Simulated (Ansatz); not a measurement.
Process, species as SMILES: N=C=O + 4 [H][H] (H2) → C (CH4) + N (NH3) + O (H2O)
B3LYP-D3(BJ)/def2-TZVP geometries, fixed; electronic energies without zero-point terms.

Basis-set convergence of the energy of full hydrogenation at PBE0 with Ansatz (an electronic-structure program). Cartesian d functions, on some or all atoms, in 6-31G*, 6-31G**; all else is spherical. The program fits the integrals of some runs and decomposes those of others, by size. No added dispersion term, no relativity. Functions are those of the species that has most. Reference: the value in pcseg-4, -82.64 kcal/mol, itself unsure by roughly 0.16 kcal/mol (its mean distance from aug-pcseg-3, aug-cc-pVQZ, cc-pV5Z). Deviations are taken from unrounded values.

| basis | functions | energy of full hydrogenation (kcal/mol) | minus reference (kcal/mol) |
|---|---|---|---|
| 6-31G | 29 | -83.59 | -0.95 |
| pcseg-0 | 29 | -74.21 | 8.43 |
| 6-31G* | 47 | -70.57 | 12.06 |
| 6-31G** | 50 | -76.88 | 5.75 |
| 6-311G** | 60 | -76.22 | 6.41 |
| 6-311+G** | 72 | -82.96 | -0.32 |
| def2-TZVP | 99 | -77.79 | 4.85 |
| cc-pVTZ | 104 | -79.18 | 3.46 |
| pcseg-2 | 104 | -82.41 | 0.22 |
| jun-cc-pV(T+d)Z | 131 | -83.15 | -0.51 |
| cc-pVQZ | 195 | -80.89 | 1.75 |
| pcseg-3 | 213 | -82.63 | 0.01 |
| aug-pcseg-3 | 304 | -82.68 | -0.04 |
